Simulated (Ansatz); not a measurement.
Reaction (SMILES): N (NH3) + H+ → [NH4+]
B3LYP-D3(BJ)/def2-TZVP geometries, fixed; electronic energies without zero-point terms; positive where energy is released.

The proton affinity at MP2 with Ansatz (a program for electronic structure), in kcal/mol, split into its Hartree-Fock and correlation parts. Cores are frozen. No added dispersion term, no relativity. Functions are those of the species that has most.

| basis | X | functions | Hartree-Fock | MP2 |
|---|---|---|---|---|
| aug-cc-pVDZ | 2 | 59 | 214.70 | 210.21 |
| aug-cc-pVTZ | 3 | 138 | 215.76 | 210.60 |
| aug-cc-pVQZ | 4 | 264 | 215.86 | 210.58 |

Worked estimate of the basis-set limit from each neighbouring pair, with Hartree-Fock from the larger set and the correlation part extrapolated as X^-3.
Correlation parts: X = 2: -4.49, X = 3: -5.16, X = 4: -5.28.
- (2,3): (27·(-5.16) - 8·(-4.49))/19 = -5.44; with Hartree-Fock 215.76 the estimate is 210.32 kcal/mol.
- (3,4): (64·(-5.28) - 27·(-5.16))/37 = -5.37; with Hartree-Fock 215.86 the estimate is 210.49 kcal/mol.
The last two estimates differ by 0.17 kcal/mol; the largest set lies 0.09 from the last. Over the last step Hartree-Fock moves by 0.10 and the correlation part by -0.12.
